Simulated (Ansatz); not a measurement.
# SiN2 (triplet): from Hartree-Fock to the top rungs at a displaced geometry (v2), cc-pVDZ

One table from this session's results is given with a row withheld; the runs are named, their logs left out.

The runs use Ansatz 0.2.0, Gaussian basis; cc-pVDZ, core rule «outside noble gas», up to 7 orbitals frozen.

Plan: UHF; CCSD(T) on ROHF; CCSD(T) on UHF; BCCD(T) on ROHF; CISD; CCSDT(Q) on ROHF; CCSDT(Q) on UHF.

28 further runs of the same task are left out: 9 for a known fault of the program, 6 that didn't finish, 13 set aside as unsound or not needed.

## What is computed

The geometry is a PBE0/def2-TZVP stationary point (not a proven minimum) with its atoms shifted at random (size 0.100 Å).

3 atoms, charge 0, spin multiplicity 3.

Atoms are counted from 1 here; the program's logs count them from 0.

Bond lengths: N1–N2 1.160 Å, N2–Si3 1.734 Å. Angles: N1–N2–Si3 169.2°.

Coordinates:

```xyz
3

N     0.0844    0.0052   -1.3430
N    -0.0805    0.0136   -0.1947
Si   -0.0039   -0.0188    1.5377
```

The first run:

The input, in.yaml:

```yaml
crystal:
  periodic: [false, false, false]
  atoms:
    - {symbol: N, position_ang: [0.084376, 0.005225, -1.343002]}
    - {symbol: N, position_ang: [-0.080498, 0.013599, -0.194709]}
    - {symbol: Si, position_ang: [-0.003878, -0.018825, 1.537711]}
basis:
  gaussian: {orbitals: cc-pVDZ}
magnetization: {spin_polarized: true, initial_magnetization: 2}
hamiltonian: {xc: hf}
output: {orbitals: {seedname: orbitals}}
```

The run is started by

```console
$ ansatz run in.yaml --threads 1 --pin off --events-out ev --progress --plain --max-ram 2393MiB
```

Among the steps run: UHF; CCSD(T) on ROHF; CCSD(T) on UHF; BCCD(T) on ROHF; CISD; CCSDT(Q) on ROHF; CCSDT(Q) on UHF.

One table of the session follows, with a row left open; its other results are not shown here.

```
   method  from RCCSDT(Q) (kcal/mol)
     ROHF                    +273.22
      UHF                    +254.08
     RMP2                     +18.43
     UMP2                          ?
     CISD                     +42.97
    RCCSD                     +14.38
    UCCSD                     +13.41
 RCCSD(T)                      +2.22
 UCCSD(T)                      +2.60
  BCCD(T)                      +2.23
   RCCSDT                      +1.84
   UCCSDT                      +1.59
RCCSDT(Q)                          0
UCCSDT(Q)                      +0.08
```

**Question.** Estimate the row for UMP2.

The run gave: from RCCSDT(Q) (kcal/mol): +39.82. In the column «from RCCSDT(Q) (kcal/mol)» it lies between RMP2 (+18.43) and CISD (+42.97).

Caveats from the session: Restricted and unrestricted rows rest on different reference determinants; where their highest levels disagree by more than a few hundredths of an eV, they describe different states and don't form one ladder.
